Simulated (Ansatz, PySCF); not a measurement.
System: C$_{3}$H$_{4}$ (charge -1, doublet). 
Geometry from a B3LYP-D3(BJ)/def2-TZVP (Ansatz, a program for electronic structure) optimisation:
```
C
C 1 1.3590
C 1 1.3590 2 137.99
H 3 1.0889 1 122.62 2 156.01
H 2 1.0889 1 122.62 3 156.01
H 2 1.1001 5 114.96 1 -178.04
H 3 1.1001 4 114.96 1 -178.04
```
Charge -1, spin multiplicity 2.

Total electronic energies in hartree. Valence correlation only, unless marked. Open shells are spin-unrestricted. Spin-orbit coupling is left out. Non-relativistic. 

| level | program | energy (Eh) |
|---|---|---|
| HF/6-31G | Ansatz | (withheld) |
| TPSS-D3(BJ)/def2-TZVPD | PySCF + dftd3 | -116.68730 |
| PBE0/def2-QZVPP | Ansatz | (withheld) |
| TPSSh-D3(BJ)/def2-TZVPD | PySCF + dftd3 | -116.67209 |
| TPSSh/def2-TZVPD | PySCF | -116.66816 |
| LC-wPBE-D4/def2-TZVPD | Ansatz + dftd4 | (withheld) |
| MP2/cc-pwCVTZ | Ansatz | -116.33109 |
| CCSD/cc-pwCVTZ | Ansatz | -116.35648 |

### Question
Some entries are withheld; supply them.

### Answer

- HF/6-31G, energy (Eh): -115.72959
- PBE0/def2-QZVPP, energy (Eh): -116.51551
- LC-wPBE-D4/def2-TZVPD, energy (Eh): -116.57106
